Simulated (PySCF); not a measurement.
Species: C₃H₆O.
Bonds: C1–C2 (double), C2–C3, C3–O4. Hydrogens: H5, H6 on C1; H7 on C2; H8, H9 on C3; H10 on O4.

A GFN2-xTB structure was refined with PySCF 2.14.0, PBE0-D3(BJ)/def2-TZVP geometry optimisation, gas phase. Its GFN2-xTB values:

| coordinate | GFN2-xTB |
| --- | --- |
| C1=C2 | 1.349 Å |
| C1–H5 | 1.072 Å |
| C1–H6 | 1.043 Å |
| C2–C3 | 1.510 Å |
| C2–H7 | 1.080 Å |
| C3–O4 | 1.368 Å |
| C3–H8 | 1.086 Å |
| O4–H10 | 0.973 Å |
| C1–C2–H7 | 120.9° |
| C2–C1–H5 | 119.7° |
| C2–C3–H8 | 108.1° |
| C3–C2–H7 | 114.9° |
| C3–O4–H10 | 111.6° |
| O4–C3–H8 | 107.6° |
| H5–C1–H6 | 118.7° |
| H8–C3–H9 | 109.8° |
| C1–C2–C3–O4 | 133° |

Problem. How do these coordinates change at the PBE0-D3(BJ)/def2-TZVP level?

Solution. 
| coordinate | PBE0-D3(BJ)/def2-TZVP (Å or °) | change |
| --- | --- | --- |
| C3–O4 | 1.415 | +0.047 |
| C1–H6 | 1.086 | +0.043 |
| C1=C2 | 1.326 | -0.023 |
| C2–C3 | 1.492 | -0.018 |
| O4–H10 | 0.961 | -0.012 |
| C1–H5 | 1.084 | +0.012 |
| C2–H7 | 1.088 | +0.008 |
| C3–H8 | 1.094 | +0.008 |
| C3–O4–H10 | 107.7 | -3.9 |
| H8–C3–H9 | 107.5 | -2.3 |
| O4–C3–H8 | 105.4 | -2.2 |
| C2–C1–H5 | 122.0 | +2.3 |
| C2–C3–H8 | 110.3 | +2.2 |
| H5–C1–H6 | 116.9 | -1.8 |
| C3–C2–H7 | 115.7 | +0.8 |
| C1–C2–H7 | 120.3 | -0.6 |
| C1–C2–C3–O4 | 124 | -9 |

The energy falls by 0.125 eV over 7 energy and gradient evaluations, the largest force component goes from 0.0359 to 2.6e-04 Eh/bohr, and the atoms move by 0.094 Å rms after alignment. The bond that changes most is C3–O4 (carbinol carbon (C–OH) to alcohol oxygen), which lengthens by 0.047 Å. Bonds longer at the end by more than 0.005 Å: 5 of 9; shorter: 4. Among the dihedrals that turn most is C1–C2–C3–H9, from 10° to -1°. Rotational constants go from 28006, 4327, 4168 to 26127, 4361, 4260 MHz.

The run used 160 basis functions and 48 SCF cycles in all. Hardware: Arm Neoverse V1, one thread, no GPU, shared host with 32 logical CPUs at a one-minute load of 14. Cost: 49 s wall, 0.68 GiB resident at most.

PBE0-D3(BJ)/def2-TZVP frequencies: not computed here. The numbers are those of one conformer.
